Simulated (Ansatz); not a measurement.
# CH₄NO− (SMILES NC[O-]): functionals against CCSD(T) at one geometry

An exercise on one series of results from a longer session: the logs are not shown, and one member is left open.

Computed with Ansatz 0.2.0, Gaussian basis. Level: single points in def2-TZVPPD.

Correlated methods freeze the cores.

## Starting geometry

SMILES `NC[O-]`, 7 atoms, charge -1, spin multiplicity 1.

Atoms are counted from 1 here; the program's logs count them from 0.

Bond lengths: N1–C2 1.478 Å, N1–H4 1.050 Å, N1–H5 1.014 Å, C2–O3 1.388 Å, C2–H6 1.169 Å, C2–H7 1.099 Å. Angles: C2–N1–H4 104.9°, C2–N1–H5 108.6°, H4–N1–H5 101.0°, N1–C2–O3 124.8°, N1–C2–H6 100.4°, N1–C2–H7 107.8°, O3–C2–H6 106.5°, O3–C2–H7 108.4°, H6–C2–H7 107.7°.

Geometry (Å):

| atom | x (Å) | y (Å) | z (Å) |
| --- | --- | --- | --- |
| N1 | -0.40164 | 0.34924 | -0.83254 |
| C2 | 0.38811 | -0.17048 | 0.30352 |
| O3 | -0.13989 | -0.53198 | 1.53471 |
| H4 | -1.10164 | -0.40430 | -1.04209 |
| H5 | -1.00797 | 1.08784 | -0.49446 |
| H6 | 1.09705 | 0.73769 | 0.50067 |
| H7 | 1.00504 | -1.00059 | -0.06729 |

The first run:

Input file run/in.yaml:

```yaml
crystal:
  periodic: [false, false, false]
  atoms:
    - {symbol: N, position_ang: [-0.401635, 0.349235, -0.832540]}
    - {symbol: C, position_ang: [0.388114, -0.170478, 0.303519]}
    - {symbol: O, position_ang: [-0.139892, -0.531979, 1.534706]}
    - {symbol: H, position_ang: [-1.101643, -0.404303, -1.042087]}
    - {symbol: H, position_ang: [-1.007972, 1.087843, -0.494460]}
    - {symbol: H, position_ang: [1.097052, 0.737688, 0.500668]}
    - {symbol: H, position_ang: [1.005045, -1.000591, -0.067294]}
basis:
  gaussian: {orbitals: "def2-TZVPPD.json"}
total_charge: -1
hamiltonian: {xc: pbe, dispersion: d4}
output: {forces: true}
```

The basis file named in the input lies beside it (Basis Set Exchange, JSON).

Command:

```sh
ansatz run in.yaml --threads 2 --pin off --events-out ev --progress --plain --max-ram 3481MiB
```

Steps of the session up to this table: PBE-D4/def2-TZVPPD; r2SCAN-D4/def2-TZVPPD; PBE0-D4/def2-TZVPPD; wB97M-V/def2-TZVPPD; CCSD(T)/def2-TZVPPD.

One of the session's tables, all rows but one given; the rest of the session is left out.

```
   method  RMS force component (eV/Å)  angle to CCSD(T) forces (°)
   PBE-D4                       0.996                         11.6
r2SCAN-D4                       1.098                          8.0
  PBE0-D4                       1.133                         10.3
  wB97M-V                           ?                            ?
  CCSD(T)                       1.075                    reference
```

Q: Estimate the row for wB97M-V from the others.

As computed: RMS force component (eV/Å): 1.121; angle to CCSD(T) forces (°): 5.3. In the column «RMS force component (eV/Å)» it lies between r2SCAN-D4 (1.098) and PBE0-D4 (1.133).

To keep in mind: The anion's highest level is positive in at least one run, so there the basis alone may hold the extra electron.
